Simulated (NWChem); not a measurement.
System: SiH2, triplet; SMILES [SiH2]

Input file for NWChem:

```
start job
memory heap 200 mb stack 900 mb global 1100 mb
geometry units angstroms noautoz
  Si     0.000000     0.000000     0.134441
  H      1.287307     0.000000    -0.623186
  H     -1.287307     0.000000    -0.623186
end
basis spherical
  * library def2-svp
end
dft
  odft
  mult 3
  xc xcamb88 1.00 lyp 0.81 vwn_5 0.19 hfexch 1.00
  cam 0.33 cam_alpha 0.19 cam_beta 0.46
  iterations 150
  mulliken
end
task dft energy
```

In the optimisation the excess spin sits in a1 and b2 (C2v, its own frame). Geometry: optimised at PBE0/def2-SVP, spin-unrestricted. No stability test was run on the SCF state.

What results follow from this input? (CAM-B3LYP/def2-SVP, spin-unrestricted.) Quantities: energy (Ha); highest occupied level (eV); lowest empty minus highest occupied level, either spin (eV); dipole (D); <S²>.


```
Quantity                                                       Value
-----------------------------------------------------------  -------
energy (Ha)                                                  -290.48
highest occupied level (eV)                                    -6.80
lowest empty minus highest occupied level, either spin (eV)     4.52
dipole (D)                                                      0.05
<S²>                                                            2.00
```
